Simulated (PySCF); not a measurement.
# Adding and removing an electron: CN

ROHF-CCSD(T); PySCF, no relativity, basis sets C def2-TZVPPD, N def2-TZVPPD. Neutral (ROHF): doublet (σ ↑), Re = 1.178 Å, ωe = 2055 cm⁻¹, De = 7.45 eV.

CN⁺ (ROHF): triplet (σ ↑, π ↑), Re = 1.248 Å, ωe = 1691 cm⁻¹, De = 4.71 eV to C⁺ + N. The energies at the minima are -92.57101 hartree for CN and -92.05956 for CN⁺.

(1) Work out the adiabatic ionisation energy, without and with harmonic zero-point energies (1 hartree = 27.2114 eV, 1 eV = 8065.5 cm⁻¹), and the change of the bond length.

CN⁻ (RHF): singlet (closed shell), Re = 1.183 Å, ωe = 2064 cm⁻¹. The energies at the minima are -92.57101 hartree for CN and -92.70880 for CN⁻.

(2) Work out the adiabatic electron affinity, without and with harmonic zero-point energies (1 hartree = 27.2114 eV, 1 eV = 8065.5 cm⁻¹), and the change of the bond length.

Correlated steps freeze 2 core orbitals. For an ion De counts to the pair picked by the measured ionisation energies or electron affinities, which need not be the lowest pair at this level. The CCSD T1 diagnostic is raised in CN, CN⁺, a sign that a single reference may not be enough there. States were picked by a PBE0 search and need not be the measured ground states.

Results:

(1) At ROHF-CCSD(T): 0.51145 hartree = 13.917 eV between the minima; the zero-point term (1691.0 − 2055.0)/2 cm⁻¹ = -0.023 eV makes it 13.895 eV. Re changes by +7.0 pm against the neutral. The electron leaves a π orbital, and the longer bond of the ion fits a bonding orbital, or a change in how ionic the bond is.

(2) At CCSD(T): 0.13779 hartree = 3.749 eV between the minima; the zero-point term (2055.0 − 2064.0)/2 cm⁻¹ = -0.001 eV makes it 3.749 eV. Re changes by +0.5 pm against the neutral. The electron enters a σ orbital, and the small change of length marks it as nearly non-bonding.
